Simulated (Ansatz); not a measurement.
Relative stability

The two ends of one reaction step of AlH2ClO, closed shell (PBE0-D4/def2-TZVP).

A:

Al1  (-0.452, -1.387, 0.704)
O2  (0.125, 0.073, -0.817)
H3  (-0.383, 0.271, -1.610)
Cl4  (0.369, 0.145, 2.081)
H5  (0.341, 0.897, -0.357)
(Å)

B:

```
5
angstrom
Al -0.2581 -0.4137 0.0255
O 0.3556 0.8554 -0.8951
H -1.1122 -1.5224 -0.6714
Cl 0.1299 -0.4887 2.0839
H 0.8848 1.5694 -0.5429
```

Ansatz 0.2.0; basis: def2-TZVPP; cores frozen in the correlated methods. B3LYP uses VWN-RPA correlation.

(1) Which structure is lower at CCSD(T), and by how much? (To be estimated.)

No T1 diagnostic of these runs exceeds 0.011. The restricted Hartree–Fock reference is unstable towards an unrestricted one at one or more of these structures.

Answers

(1) By the calculation: B, by 1.627 eV (electronic energy, against the other). By their contacts, A is AlH₂ClO ([OH2][Al][Cl]) and B is AlH₂ClO ([OH][AlH][Cl]).

All methods give the same order:

```
      method  E(B) − E(A) (eV)
       SPW92            -1.378
      PBE-D4            -1.415
     BLYP-D4            -1.468
   r2SCAN-D4            -1.757
      B97M-V            -1.723
     PBE0-D4            -1.520
    B3LYP-D4            -1.558
  r2SCAN0-D4            -1.742
    BHLYP-D4            -1.664
CAM-B3LYP-D4            -1.657
     wB97X-V            -1.716
     wB97M-V            -1.512
      B2PLYP            -1.660
    PBE-QIDH            -1.689
  RPA on PBE            -1.558
          HF            -1.808
         MP2            -1.758
        CCSD            -1.647
     CCSD(T)            -1.627
```

Labels in which every atom is bracketed show which atoms are joined, not bond orders.

For scale, one of the runs: CCSD(T)/def2-TZVPP, 143 basis functions, launched by `ansatz run in.yaml --threads 2 --pin off --events-out ev --progress --plain --max-ram 4352MiB`. The run took 9.5 s on 2 CPU threads of an Arm Neoverse V2 (shared host), with 0.77 GiB of host memory at its peak.
